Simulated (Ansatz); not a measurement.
# CH₄Si (singlet): wave-function methods side by side at a displaced geometry (v2), cc-pVDZ

An exercise on one series of results from a longer session: the logs are not shown, and one member is left open.

Computed with Ansatz 0.2.0, Gaussian basis. Level: cc-pVDZ, core rule «outside noble gas», up to 6 orbitals frozen.

The runs, in order: UHF; CCSD(T) on RHF; CCSD(T) on UHF; BCCD(T) on RHF; CISD; CCSDT(Q) on RHF; CCSDT(Q) on UHF; CASSCF and MRCISD+Q, 8 electrons in 8 orbitals; CASSCF and NEVPT2, 8 electrons in 8 orbitals.

19 further runs of the same task are left out: 7 that didn't finish, 12 set aside as unsound or not needed.

### What is computed

The geometry is a PBE0/def2-TZVP stationary point (not a proven minimum) with its atoms shifted at random (size 0.100 Å).

6 atoms, charge 0, spin multiplicity 1.

Atoms are counted from 1 here; the program's logs count them from 0.

Bond lengths: Si1–C2 1.889 Å, Si1–H3 1.510 Å, C2–H4 1.176 Å, C2–H5 1.125 Å, C2–H6 0.933 Å. Angles: C2–Si1–H3 93.9°, Si1–C2–H4 110.1°, Si1–C2–H5 109.4°, Si1–C2–H6 122.2°, H4–C2–H5 95.9°, H4–C2–H6 112.8°, H5–C2–H6 102.9°.

Coordinates:

```mol
CH4Si
  3D, bonds by distance, orders not assigned

  6  5  0  0  0  0  0  0  0  0999 V2000
    0.0489   -0.0748    0.6651 Si  0  0
   -0.1160    0.0513   -1.2124 C   0  0
   -0.0394    1.4179    0.8760 H   0  0
    0.0438   -1.0053   -1.7031 H   0  0
    0.8143    0.5193   -1.6386 H   0  0
   -0.7993    0.5395   -1.6196 H   0  0
  1  2  8  0
  1  3  8  0
  2  4  8  0
  2  5  8  0
  2  6  8  0
M  END
```

The first run:

Contents of in.yaml:

```yaml
crystal:
  periodic: [false, false, false]
  atoms:
    - {symbol: Si, position_ang: [0.048902, -0.074753, 0.665081]}
    - {symbol: C, position_ang: [-0.115972, 0.051315, -1.212372]}
    - {symbol: H, position_ang: [-0.039352, 1.417910, 0.876012]}
    - {symbol: H, position_ang: [0.043757, -1.005257, -1.703064]}
    - {symbol: H, position_ang: [0.814254, 0.519278, -1.638581]}
    - {symbol: H, position_ang: [-0.799329, 0.539541, -1.619615]}
basis:
  gaussian: {orbitals: cc-pVDZ}
magnetization: {spin_polarized: true, initial_magnetization: 0}
hamiltonian: {xc: hf}
output: {orbitals: {seedname: orbitals}}
```

The run is started by

```
ansatz run in.yaml --threads 1 --pin off --events-out ev --progress --plain --max-ram 2393MiB
```

Among the steps run: UHF; CCSD(T) on RHF; CCSD(T) on UHF; BCCD(T) on RHF; CISD; CCSDT(Q) on RHF; CCSDT(Q) on UHF; CASSCF and MRCISD+Q, 8 electrons in 8 orbitals; CASSCF and NEVPT2, 8 electrons in 8 orbitals.

One table of the session follows, with a row left open; its other results are not shown here.

```
           method  from RCCSDT(Q) (kJ/mol)
              RHF                   +735.3
              UHF                   +727.2
             RMP2                   +126.1
             CISD                    +86.6
            RCCSD                    +22.2
         RCCSD(T)                     +3.4
          BCCD(T)                     +3.3
           RCCSDT                        ?
        RCCSDT(Q)                        0
  CASSCF frontier                   +521.9
  MRCISD frontier                    +47.7
MRCISD+Q frontier                     +2.0
```

Q: Estimate the row for RCCSDT from the others.

The run gave: from RCCSDT(Q) (kJ/mol): +1.1. In the column «from RCCSDT(Q) (kJ/mol)» it lies between RCCSDT(Q) (0) and MRCISD+Q frontier (+2.0).

Not comparable, so not listed: CCSD(T) on UHF; CASSCF and NEVPT2, 8 electrons in 8 orbitals (they don't share determinant, frozen orbitals or solution with the rows shown, or repeat one).

Limits of these values: Warnings: restricted reference is unstable; spin contamination. Warnings in the runs' records: passed over end.
